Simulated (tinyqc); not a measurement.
Worked calculation: UHF in the sto-3g basis, for H3O+, spin multiplicity 1. One step of it, computed by the program tinyqc.

Question. Iteration 10 (converged): orbitals. Diagonalise F' = X^T F X, C = X C', fill 5 alpha and 5 beta electrons from the bottom; D(s) = C_occ C_occ^T. Each column has its largest component positive (the first on a tie).

converged F(alpha) (hartree):
```
,1O 1s,1O 2s,1O 2px,1O 2py,1O 2pz,2H 1s,3H 1s,4H 1s
1O 1s,-20.821433,-5.302426,-0.000017,0.000000,0.005536,-1.147572,-1.146254,-1.146254
1O 2s,-5.302426,-2.966706,-0.000196,0.000000,0.028488,-1.185354,-1.184423,-1.184423
1O 2px,-0.000017,-0.000196,-0.902642,0.000000,0.000024,-0.647505,0.323424,0.323424
1O 2py,0.000000,0.000000,0.000000,-0.902575,0.000000,0.000000,-0.560601,0.560601
1O 2pz,0.005536,0.028488,0.000024,0.000000,-0.890121,0.062411,0.062363,0.062363
2H 1s,-1.147572,-1.185354,-0.647505,0.000000,0.062411,-0.860354,-0.377822,-0.377822
3H 1s,-1.146254,-1.184423,0.323424,-0.560601,0.062363,-0.377822,-0.859671,-0.377331
4H 1s,-1.146254,-1.184423,0.323424,0.560601,0.062363,-0.377822,-0.377331,-0.859671
```

converged F(beta) (hartree):
```
,1O 1s,1O 2s,1O 2px,1O 2py,1O 2pz,2H 1s,3H 1s,4H 1s
1O 1s,-20.821433,-5.302425,-0.000017,0.000000,0.005536,-1.147572,-1.146254,-1.146254
1O 2s,-5.302425,-2.966703,-0.000197,0.000000,0.028488,-1.185354,-1.184423,-1.184423
1O 2px,-0.000017,-0.000197,-0.902637,0.000000,0.000014,-0.647506,0.323424,0.323424
1O 2py,0.000000,0.000000,0.000000,-0.902572,0.000000,0.000000,-0.560601,0.560601
1O 2pz,0.005536,0.028488,0.000014,0.000000,-0.890120,0.062414,0.062361,0.062361
2H 1s,-1.147572,-1.185354,-0.647506,0.000000,0.062414,-0.860359,-0.377822,-0.377822
3H 1s,-1.146254,-1.184423,0.323424,-0.560601,0.062361,-0.377822,-0.859673,-0.377331
4H 1s,-1.146254,-1.184423,0.323424,0.560601,0.062361,-0.377822,-0.377331,-0.859673
```

X:
```
,1O 1s,1O 2s,1O 2px,1O 2py,1O 2pz,2H 1s,3H 1s,4H 1s
1O 1s,1.025004,-0.150028,-0.000012,0.000000,0.001750,0.020222,0.020211,0.020211
1O 2s,-0.150028,1.311714,0.000177,0.000000,-0.018628,-0.265513,-0.265190,-0.265190
1O 2px,-0.000012,0.000177,1.122787,0.000000,-0.000013,-0.272323,0.136018,0.136018
1O 2py,0.000000,0.000000,0.000000,1.122744,0.000000,0.000000,-0.235674,0.235674
1O 2pz,0.001750,-0.018628,-0.000013,0.000000,1.001197,0.017131,0.017105,0.017105
2H 1s,0.020222,-0.265513,-0.272323,0.000000,0.017131,1.193983,-0.064905,-0.064905
3H 1s,0.020211,-0.265190,0.136018,-0.235674,0.017105,-0.064905,1.193667,-0.064818
4H 1s,0.020211,-0.265190,0.136018,0.235674,0.017105,-0.064905,-0.064818,1.193667
```

Give: F' = X^T F X; orbital energies; coefficients C; F' = X^T F X; orbital energies; coefficients C; D(alpha) after iteration 10; D(beta) after iteration 10.

Answer.

F' = X^T F X (alpha) (hartree):
```
,1,2,3,4,5,6,7,8
1,-20.4346,-2.7267,0.0000,0.0000,0.0090,-0.1702,-0.1698,-0.1698
2,-2.7267,-1.6272,0.0001,0.0000,-0.0105,-0.5037,-0.5032,-0.5032
3,0.0000,0.0001,-0.5980,0.0000,0.0000,-0.5458,0.2727,0.2727
4,0.0000,0.0000,0.0000,-0.5980,0.0000,0.0000,-0.4725,0.4725
5,0.0090,-0.0105,0.0000,0.0000,-0.8870,0.0398,0.0397,0.0397
6,-0.1702,-0.5037,-0.5458,0.0000,0.0398,-0.2813,-0.0824,-0.0824
7,-0.1698,-0.5032,0.2727,-0.4725,0.0397,-0.0824,-0.2814,-0.0823
8,-0.1698,-0.5032,0.2727,0.4725,0.0397,-0.0824,-0.0823,-0.2814
```

orbital energies (alpha) (hartree): MO1 -20.8304, MO2 -1.7539, MO3 -1.0959, MO4 -1.0959, MO5 -0.8905, MO6 0.0798, MO7 0.2988, MO8 0.2991

coefficients C (alpha):
```
,MO1,MO2,MO3,MO4,MO5,MO6,MO7,MO8
1O 1s,0.9940,-0.2409,0.0001,0.0000,-0.0164,-0.1676,0.0000,0.0003
1O 2s,0.0277,0.8745,-0.0004,0.0000,0.0807,1.0874,0.0000,-0.0019
1O 2px,0.0000,0.0002,0.7012,0.0000,0.0001,-0.0010,0.0000,-0.9382
1O 2py,0.0000,0.0000,0.0000,0.7012,0.0000,0.0000,0.9381,0.0000
1O 2pz,-0.0007,-0.0307,-0.0001,0.0000,0.9962,-0.1016,0.0000,0.0002
2H 1s,-0.0050,0.1006,0.3958,0.0000,-0.0239,-0.6604,0.0000,0.9879
3H 1s,-0.0050,0.1005,-0.1979,0.3427,-0.0239,-0.6622,-0.8544,-0.4924
4H 1s,-0.0050,0.1005,-0.1979,-0.3427,-0.0239,-0.6622,0.8544,-0.4924
```

F' = X^T F X (beta) (hartree):
```
,1,2,3,4,5,6,7,8
1,-20.4346,-2.7267,0.0000,0.0000,0.0090,-0.1702,-0.1698,-0.1698
2,-2.7267,-1.6272,0.0001,0.0000,-0.0105,-0.5037,-0.5032,-0.5032
3,0.0000,0.0001,-0.5980,0.0000,0.0000,-0.5458,0.2727,0.2727
4,0.0000,0.0000,0.0000,-0.5980,0.0000,0.0000,-0.4725,0.4725
5,0.0090,-0.0105,0.0000,0.0000,-0.8870,0.0398,0.0397,0.0397
6,-0.1702,-0.5037,-0.5458,0.0000,0.0398,-0.2813,-0.0824,-0.0824
7,-0.1698,-0.5032,0.2727,-0.4725,0.0397,-0.0824,-0.2814,-0.0823
8,-0.1698,-0.5032,0.2727,0.4725,0.0397,-0.0824,-0.0823,-0.2814
```

orbital energies (beta) (hartree): MO1 -20.8304, MO2 -1.7539, MO3 -1.0959, MO4 -1.0959, MO5 -0.8905, MO6 0.0798, MO7 0.2988, MO8 0.2991

coefficients C (beta):
```
,MO1,MO2,MO3,MO4,MO5,MO6,MO7,MO8
1O 1s,0.9940,-0.2409,0.0001,0.0000,-0.0164,-0.1676,0.0000,0.0003
1O 2s,0.0277,0.8745,-0.0004,0.0000,0.0807,1.0874,0.0000,-0.0019
1O 2px,0.0000,0.0002,0.7012,0.0000,0.0000,-0.0010,0.0000,-0.9382
1O 2py,0.0000,0.0000,0.0000,0.7012,0.0000,0.0000,0.9381,0.0000
1O 2pz,-0.0007,-0.0307,0.0000,0.0000,0.9962,-0.1016,0.0000,0.0002
2H 1s,-0.0050,0.1006,0.3958,0.0000,-0.0239,-0.6604,0.0000,0.9879
3H 1s,-0.0050,0.1005,-0.1979,0.3427,-0.0239,-0.6622,-0.8544,-0.4924
4H 1s,-0.0050,0.1005,-0.1979,-0.3427,-0.0239,-0.6622,0.8544,-0.4924
```

D(alpha) after iteration 10:
```
,1O 1s,1O 2s,1O 2px,1O 2py,1O 2pz,2H 1s,3H 1s,4H 1s
1O 1s,1.0463,-0.1844,0.0000,0.0000,-0.0096,-0.0288,-0.0288,-0.0288
1O 2s,-0.1844,0.7721,-0.0001,0.0000,0.0535,0.0858,0.0859,0.0859
1O 2px,0.0000,-0.0001,0.4916,0.0000,0.0000,0.2775,-0.1387,-0.1387
1O 2py,0.0000,0.0000,0.0000,0.4916,0.0000,0.0000,0.2403,-0.2403
1O 2pz,-0.0096,0.0535,0.0000,0.0000,0.9933,-0.0269,-0.0269,-0.0269
2H 1s,-0.0288,0.0858,0.2775,0.0000,-0.0269,0.1673,-0.0676,-0.0676
3H 1s,-0.0288,0.0859,-0.1387,0.2403,-0.0269,-0.0676,0.1673,-0.0676
4H 1s,-0.0288,0.0859,-0.1387,-0.2403,-0.0269,-0.0676,-0.0676,0.1673
```

D(beta) after iteration 10:
```
,1O 1s,1O 2s,1O 2px,1O 2py,1O 2pz,2H 1s,3H 1s,4H 1s
1O 1s,1.0463,-0.1844,0.0000,0.0000,-0.0096,-0.0288,-0.0288,-0.0288
1O 2s,-0.1844,0.7721,-0.0001,0.0000,0.0535,0.0858,0.0859,0.0859
1O 2px,0.0000,-0.0001,0.4916,0.0000,0.0000,0.2775,-0.1387,-0.1387
1O 2py,0.0000,0.0000,0.0000,0.4916,0.0000,0.0000,0.2403,-0.2403
1O 2pz,-0.0096,0.0535,0.0000,0.0000,0.9933,-0.0269,-0.0269,-0.0269
2H 1s,-0.0288,0.0858,0.2775,0.0000,-0.0269,0.1674,-0.0676,-0.0676
3H 1s,-0.0288,0.0859,-0.1387,0.2403,-0.0269,-0.0676,0.1673,-0.0676
4H 1s,-0.0288,0.0859,-0.1387,-0.2403,-0.0269,-0.0676,-0.0676,0.1673
```
